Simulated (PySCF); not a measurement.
How methods differ on the ionisation energy of Ne

Ne [Ne] (1S) → Ne⁺ [He] 2s2 2p5 (2P), as a difference of total energies. Computed with PySCF 2.14 in aug-cc-pwCVDZ (5s4p2d, 27 functions), with no relativity, point nucleus. Correlated levels: valence and next inner shell: nothing frozen. The calculations carry no spin-orbit coupling.

| method | ionisation energy (eV) |
| --- | --- |
| UHF | 19.845 |
| MP2 (valence and next inner shell) | 21.630 |
| SCS-MP2 (valence and next inner shell) | 21.478 |
| CCSD (valence and next inner shell) | 21.395 |
| CCSD(T) (valence and next inner shell) | 21.432 |
| CCSDT (valence and next inner shell) | 21.431 |

Question: How much does correlation contribute at CCSD(T) (valence and next inner shell)?

Answer: 21.432 − (19.845) = 1.587 eV, measured against UHF.

Errors of the correlated levels include the incompleteness of this basis.

For comparison: 21.597 eV (measured; NIST levels, between the centres of gravity of the two terms).
